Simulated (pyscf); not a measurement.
Single points on ωB97X-D3(BJ)/def2-SVP structures (PySCF, gas phase).

### Question
`[CH]=[CH][C]([Cl])([Cl])[Cl]` [doublet] → `[Cl][C]([Cl])[Cl]` [doublet] + `[CH]#[CH]`
Surface: doublet. Broken: C–C. Formed: none. Give ΔE‡ and ΔE from ωB97M-D3(BJ)/def2-TZVP, relative to the reactant's lowest minimum found.

### Answer
ΔE‡ = 114.8 kJ/mol, ΔE = +78.9 kJ/mol. Zero-point energy shifts the barrier by -10.0 kJ/mol. It is a bond scission, with an imaginary mode of 592i cm⁻¹. •HC=CH–C(Cl)(Cl)–Cl lies 160.2 kJ/mol over its isomer Cl–CH=CH–C•(Cl)–Cl, and others may lie lower still (electronic energy, ωB97M-D3(BJ)). This is the saddle that the search found; another between the same sides may lie lower.
